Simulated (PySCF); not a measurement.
C6H8 (triplet state).
Numbering: `[CH2:1]=[C:2]1[CH:3][CH2:4][CH2:5][CH:6]1` (hydrogens: H7, H8 on C1; H9 on C3; H10, H11 on C4; H12, H13 on C5; H14 on C6)

Cartesian coordinates in Å at the GFN2-xTB level; atoms count from 1:
```
atom  x, y, z in Å
C1     2.1347    0.8645    0.2179
C2     0.8531    0.3453    0.0844
C3    -0.2919    1.0710   -0.2939
C4    -1.4930    0.1965   -0.3330
C5    -0.9713   -1.1947    0.0736
C6     0.4827   -0.9944    0.3058
H7     2.9567    0.2389    0.5112
H8     2.3319    1.9036    0.0322
H9    -0.3152    2.1184   -0.5275
H10   -1.9454    0.1864   -1.3308
H11   -2.2694    0.5569    0.3508
H12   -1.1508   -1.9417   -0.7074
H13   -1.4700   -1.5689    0.9745
H14    1.1475   -1.7822    0.6048
```

Computed, not measured: UKS B3LYP, pcH-1 on C H, non-relativistic, mean-field spin-orbit, GIAO (PySCF 2.14.0). Spin–spin part from the singly occupied natural orbitals, spin–orbit part to second order with van Wüllen's prefactor. Geometry: GFN2-xTB; no solvent, vibrations or thermal averaging. The geometry wasn't refined by DFT: couplings that depend on bond lengths, twists or pyramidal angles can differ widely from those at the functional's own minimum. No stability test was run, so a lower SCF solution isn't excluded. No frequencies were computed at this geometry's level, so the symmetric structure isn't shown to be a minimum.

Question: What zero-field splitting does the calculation give?

Answer: D = +0.052 cm⁻¹ and E = +0.002 cm⁻¹, with E given the sign of D (E/D = 0.05; 0 is axial, 1/3 the rhombic limit). Diagonalised alone, the spin–spin tensor gives D = +0.052, E = +0.003 and the spin–orbit tensor D = 0.000, E = 0.000 cm⁻¹; in size the spin–spin D is over 90 times the other. The largest Mulliken spin populations are on C1 (+0.84), C3 (+0.81), C6 (+0.81) and C2 (-0.33). Three atoms exceed +0.15. The positive populations add up to 2.60 and the negative ones to -0.60, together 2S = 2. The angles at C1 add up to 360.0°, so it is planar.

Question: What is D as a frequency, a field and a temperature?

Answer: D = +1.54 GHz = +55.1 mT (with g_iso = 2.0026) = +0.074 K = +6.4 μeV.

Question: What are the three sublevel energies at zero field and the gaps between them?

Answer: With H = D(Sz² − 2/3) + E(Sx² − Sy²): Tz at -0.034 cm⁻¹, Tx at +0.015 cm⁻¹, Ty at +0.020 cm⁻¹. The gaps are |D| − |E| = 1.47 GHz, |D| + |E| = 1.62 GHz and 2|E| = 0.15 GHz.

Question: Where do the strong lines fall at 94.026 GHz with the field along each axis of D (isotropic g = 2.0026, hyperfine left aside, microwave field at right angles)?

Answer: From exact diagonalisation up to 8500 mT, keeping lines above a fifth of the strength of a high-field Δm = ±1 line:

| field along | resonance fields (mT) |
| --- | --- |
| x | 3331, 3378 |
| y | 3323, 3386 |
| z | 3299, 3410 |

Without D the line would be at 3355 mT. The microwave quantum is 3.136 cm⁻¹, against |D| + |E| = 0.054 cm⁻¹; each axis gives a pair, one line on either side of the centre.

Natural occupations around the open shell: 1.988, 1.000, 1.000, 0.012. ⟨S²⟩ = 2.0297 against the exact 2.0000, so spin contamination is small.

Principal g values: 2.0022, 2.0028, 2.0029.
